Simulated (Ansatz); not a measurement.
# [SF3]+ (SMILES F[S+](F)F) at 6 levels

Wanted: a comparison of 6 runs (HF/STO-3G, HF/3-21G, HF/def2-SVP, B3LYP/6-31G*, MP2/def2-TZVP) of [SF3]+. 

The calculation is run with Ansatz 0.2.0.

13 further runs of the same task are left out: 2 for a known fault of the program, 3 that didn't finish, 8 set aside as unsound or not needed. Runs told in other sessions of the task aren't counted.

### Step 1. The structure to begin with

[SF3]+ has 4 atoms, charge +1, and is taken as a singlet. As SMILES, `F[S+](F)F`. The shape is that of a PBE0-D4/def2-TZVP optimisation.

Bond lengths: F1–S2 1.503 Å, S2–F3 1.503 Å, S2–F4 1.503 Å. Angles: F1–S2–F3 99.6°, F1–S2–F4 99.6°, F3–S2–F4 99.6°.

### Step 2. Energy and forces at HF/STO-3G (run 1)

The input, in.yaml:

```yaml
crystal:
  periodic: [false, false, false]
  atoms:
    - {symbol: F, position_ang: [0.623020, 0.191030, 1.167760]}
    - {symbol: S, position_ang: [0.432770, -0.058560, -0.301740]}
    - {symbol: F, position_ang: [-0.545420, -1.197460, -0.238600]}
    - {symbol: F, position_ang: [-0.510370, 1.064990, -0.627420]}
basis:
  gaussian:
    orbitals: STO-3G
total_charge: 1
hamiltonian:
  xc: hf
accuracy: high
output:
  forces: true
  orbitals: {seedname: orbitals}
```

Run with:

```
ansatz run in.yaml --threads 1 --pin off --max-ram 3480MiB --events-out events.jsonl --progress --plain --runs-dir runs
```

Output:

```text
Warning: RAYON_NUM_THREADS=1 ignored (pool sized by the plan → 1); use --threads N
Functional definition: HF
  name "HF"
  exchange = exact_x
  correlation = 0
464 factors; integrals over basis functions are off by at most 3.8e-8 eV
mean field evaluation 1: about -18684.8636 eV, gradient 3.5e1 eV
mean field evaluation 2: about -18684.9986 eV, gradient 3.6e1 eV
mean field evaluation 4: about -18690.5629 eV, gradient 2.5e0 eV
mean field evaluation 8: about -18690.6136 eV, gradient 7.7e-6 eV
mean field -18690.61364036 eV, -686.8673823302 hartree, gradient 6.9e-8 eV, S^2 0.000000; 0 other end points of the search recorded, 0 dependent functions left out
the calculation of the forces begins
reference -18690.61364036 eV, -686.8673823302 hartree; 21, 21 occupied and 3, 3 virtual orbitals, 464 factors
Total energy: -18690.61364036 eV, -686.8673823302 hartree
Atom 0 at     0.623020     0.191030     1.167760 Å, force     0.708681     1.264415     7.421211 eV/Å
Atom 1 at     0.432770    -0.058560    -0.301740 Å, force     9.245446    -1.250972    -6.446714 eV/Å
Atom 2 at    -0.545420    -1.197460    -0.238600 Å, force    -5.063723    -5.595046     0.473112 eV/Å
Atom 3 at    -0.510370     1.064990    -0.627420 Å, force    -4.890404     5.581603    -1.447609 eV/Å
Dipole moment:     0.262842    -0.035565    -0.183264 e Å
```

Wall time 0.26 s (1 thread of Intel Xeon 6975P-C (Granite Rapids), shared host).

### Step 3. Energy and gradient at HF/3-21G (run 2)

The input, job.yaml:

```yaml
crystal:
  periodic: [false, false, false]
  atoms:
    - {symbol: F, position_ang: [0.623020, 0.191030, 1.167760]}
    - {symbol: S, position_ang: [0.432770, -0.058560, -0.301740]}
    - {symbol: F, position_ang: [-0.545420, -1.197460, -0.238600]}
    - {symbol: F, position_ang: [-0.510370, 1.064990, -0.627420]}
basis:
  gaussian:
    orbitals: 3-21G.json
total_charge: 1
magnetization:
  spin_polarized: false
hamiltonian:
  xc: hf
accuracy: high
output: {forces: true, orbitals: {seedname: orbitals}}
```

The basis set 3-21G is read from a file made from the Basis Set Exchange's data (not shown).

Run with:

```
ansatz run job.yaml --threads 1 --pin off --max-ram 3480MiB --events-out events.jsonl --progress --plain --runs-dir runs
```

Output, shortened:

```text
Warning: RAYON_NUM_THREADS=1 ignored (pool sized by the plan → 1); use --threads N
[... 2 set-up lines as earlier in the session ...]
[...]
806 factors; integrals over basis functions are off by at most 7.0e-9 eV
[...]
mean field -18823.59448755 eV, -691.7543383267 hartree, gradient 2.4e-8 eV, S^2 0.000000; 0 other end points of the search recorded, 0 dependent functions left out
[...]
reference -18823.59448755 eV, -691.7543383267 hartree; 21, 21 occupied and 19, 19 virtual orbitals, 806 factors
Total energy: -18823.59448755 eV, -691.7543383267 hartree
Atom 0 at     0.623020     0.191030     1.167760 Å, force     0.423551     0.851294     4.991582 eV/Å
Atom 1 at     0.432770    -0.058560    -0.301740 Å, force     6.324552    -0.855737    -4.410161 eV/Å
Atom 2 at    -0.545420    -1.197460    -0.238600 Å, force    -3.431957    -3.730268     0.350712 eV/Å
Atom 3 at    -0.510370     1.064990    -0.627420 Å, force    -3.316146     3.734711    -0.932132 eV/Å
Dipole moment:     0.488239    -0.066065    -0.340414 e Å
```

Run time: 0.34 s. Hardware: 1 thread of Intel Xeon 6975P-C (Granite Rapids), shared host.

### Step 4. Energy and gradient at HF/def2-SVP (run 3)

job.yaml, as its differences from that of step 3:

```diff
@@ -9,6 +9,4 @@
   gaussian:
-    orbitals: 3-21G.json
+    orbitals: def2-SVP
 total_charge: 1
-magnetization:
-  spin_polarized: false
 hamiltonian:
```

Run with:

```
ansatz run job.yaml --threads 1 --pin off --max-ram 3480MiB --events-out events.jsonl --progress --plain --runs-dir runs
```

Output, shortened:

```text
Warning: RAYON_NUM_THREADS=1 ignored (pool sized by the plan → 1); use --threads N
[... 2 set-up lines as earlier in the session ...]
[...]
1164 factors; integrals over basis functions are off by at most 3.8e-9 eV
[...]
mean field -18912.82948354 eV, -695.0336639438 hartree, gradient 5.9e-8 eV, S^2 0.000000; 0 other end points of the search recorded, 0 dependent functions left out
[...]
reference -18912.82948354 eV, -695.0336639438 hartree; 21, 21 occupied and 39, 39 virtual orbitals, 1164 factors
Total energy: -18912.82948354 eV, -695.0336639438 hartree
Atom 0 at     0.623020     0.191030     1.167760 Å, force    -0.180723    -0.032011    -0.202815 eV/Å
Atom 1 at     0.432770    -0.058560    -0.301740 Å, force     0.069430    -0.009363    -0.048697 eV/Å
Atom 2 at    -0.545420    -1.197460    -0.238600 Å, force     0.059193     0.253143     0.085771 eV/Å
Atom 3 at    -0.510370     1.064990    -0.627420 Å, force     0.052100    -0.211769     0.165740 eV/Å
Dipole moment:     0.399754    -0.054093    -0.278715 e Å
```

Run time: 0.87 s. Hardware: 1 thread of Intel Xeon 6975P-C (Granite Rapids), shared host.

Runs 4 to 5 aren't shown in full; the table further down has their settings and results.

### Step 5. Energy and forces at MP2/def2-TZVP (run 6)

job.yaml, as its differences from that of step 4:

```diff
@@ -8,7 +8,6 @@
 basis:
-  gaussian:
-    orbitals: def2-SVP
+  gaussian: {orbitals: def2-TZVP}
 total_charge: 1
-hamiltonian:
-  xc: hf
+magnetization: {spin_polarized: false, initial_magnetization: 0}
+correlation: {method: mp2, frozen_orbitals: {F: 1, S: 5}}
 accuracy: high
```

Run with:

```
ansatz run job.yaml --threads 1 --pin off --max-ram 3480MiB --events-out events.jsonl --progress --plain --runs-dir runs
```

Output, shortened:

```text
Warning: RAYON_NUM_THREADS=1 ignored (pool sized by the plan → 1); use --threads N
[... 2 set-up lines as earlier in the session ...]
[...]
2133 factors; integrals over basis functions are off by at most 4.4e-9 eV
[...]
mean field -18928.72066705 eV, -695.6176541665 hartree, gradient 1.1e-8 eV, S^2 0.000000; 0 other end points of the search recorded, 0 dependent functions left out
8 core orbitals not correlated: weight in the atoms' cores, before any rotation towards them, 1.000 or more for the frozen orbitals, at most 0.000 for the correlated occupied ones
reference -18928.72066705 eV, -695.6176541665 hartree; 13, 13 occupied and 109, 109 virtual orbitals, 2133 factors
second order -24.86306158 eV of doubles, -0.00000000 eV of singles
[...]
Total energy: -18953.58372863 eV, -696.5313548268 hartree
Atom 0 at     0.623020     0.191030     1.167760 Å, force     0.031264    -0.004708    -0.024806 eV/Å
Atom 1 at     0.432770    -0.058560    -0.301740 Å, force    -0.098392     0.013342     0.068348 eV/Å
Atom 2 at    -0.545420    -1.197460    -0.238600 Å, force     0.033552    -0.001939    -0.022211 eV/Å
Atom 3 at    -0.510370     1.064990    -0.627420 Å, force     0.033576    -0.006695    -0.021331 eV/Å
Dipole moment:     0.283166    -0.038317    -0.197426 e Å
```

Run time: 11 s. Hardware: 1 thread of Intel Xeon 6975P-C (Granite Rapids), shared host; peak memory 0.55 GiB.

### Step 6. All runs side by side

| run | level | Cartesian functions | frozen core orbitals | energy (Eh) | HOMO energy (eV) | LUMO energy (eV) | HOMO–LUMO gap (eV) | wall time |
| --- | --- | --- | --- | --- | --- | --- | --- | --- |
| 1 | HF/STO-3G | no | – | -686.867382 | -20.11 | 0.50 | 20.61 | 0.26 s |
| 2 | HF/3-21G | no | – | -691.754338 | -23.58 | -4.51 | 19.07 | 0.34 s |
| 3 | HF/def2-SVP | no | – | -695.033664 | -23.61 | -4.63 | 18.98 | 0.87 s |
| 4 | B3LYP/6-31G* (spherical functions) | no | – | -697.281947 | -18.72 | -8.97 | 9.75 | 2.5 s |
| 5 | B3LYP/6-31G* (Cartesian functions) | yes | – | -697.287722 | -18.72 | -8.99 | 9.73 | 2.5 s |
| 6 | MP2/def2-TZVP | no | 8 | -696.531355 | -23.29 | -4.57 | 18.72 | 11 s |

### Step 7. Outcome

```
                                          quantity          value
                               run 6: total energy  -696.53135 Eh
        run 6: HOMO energy (Hartree–Fock orbitals)      -23.29 eV
        run 6: LUMO energy (Hartree–Fock orbitals)       -4.57 eV
      run 6: HOMO–LUMO gap (Hartree–Fock orbitals)       18.72 eV
run 6: correlation energy (8 core orbitals frozen)     -913.7 mEh
                   run 6: largest force on an atom     0.121 eV/Å
```

**Reading.** Over runs 1, 2, 3, 4, 5 the HOMO–LUMO gap runs from 9.73 eV (B3LYP/6-31G*) to 20.61 eV (HF/STO-3G). The two ends differ in method and basis. In run 1 the basis is minimal, so the values are rough. All runs together took 17 s, the longest 11 s.
